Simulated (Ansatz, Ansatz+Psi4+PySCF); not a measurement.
Two shapes of singlet CH2.

Shape 1:

```xyz
3

C     0.0000    0.0000    0.1743
H     0.0000    0.8622   -0.5230
H     0.0000   -0.8622   -0.5230
```

Shape 2:

```xyz
3

C     0.0000    0.0000    0.1534
H     0.0000    0.8234   -0.5125
H     0.0000   -0.8234   -0.5125
```

Basis set: cc-pVTZ (spherical functions). Frozen core: 1 orbital. Charge 0, multiplicity 1.

Computed with Ansatz (development build ahead of 0.2.0) and Psi4 1.11; each method stands on the lowest determinant of its kind that the runs found.

Task: Which shape is lower in energy, and by how much in each method?

Result:

```tsv
method	E(2) − E(1) (eV)
RHF	0.046
RHF-MP2	0.069
RHF-CCSD(T)	0.086
```

Shape 1 is lower. Caution: another spin multiplicity may lie lower; unrestricted orbitals would lower the determinant.
